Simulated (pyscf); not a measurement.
`[OH][SiH2][OH]` + `[OH][SiH3]` → `[OH][SiH2][O][SiH2][OH]` + `[H][H]` (four-centre exchange; singlet surface; H–O, H–Si broken, O–Si, H–H formed). Structures and frequencies: ωB97X-D3(BJ)/def2-SVP in PySCF. Rate constants from transition-state theory, ωB97M-D3(BJ)/def2-TZVP energies (ideal gas, 1 atm, RRHO with modes under 100 cm⁻¹ raised to 100, one conformer, R ln 2 for rigid chiral ones; no tunnelling), k in cm³ molecule⁻¹ s⁻¹.

```
T (K)  1000/T  log10 k
-----  ------  -------
298     3.354   -36.72
600     1.667   -25.91
900     1.111        ?
1200    0.833   -20.23
```

Task: Fit an Arrhenius line to the three values, give the activation energy, and predict k at 900 K.

Result: Least squares gives log10 k = -14.89 − 6.52 × 1000/T, so Ea = 6.52 × ln 10 × 1.987 = 29.8 kcal/mol, against an electronic barrier of 28.9. At 900 K the line gives -22.13; the computed value is -22.20 (ΔG‡ = 68.2 kcal/mol), a factor 1.2 under the line, since the plot is curved. On the reactant side the descent ends in a complex (not fully relaxed), 7.0 kcal/mol under the separated species and 35.0 kcal/mol under the saddle at ωB97X-D3(BJ)/def2-TZVP. One saddle was located; it need not be the lowest between these sides.
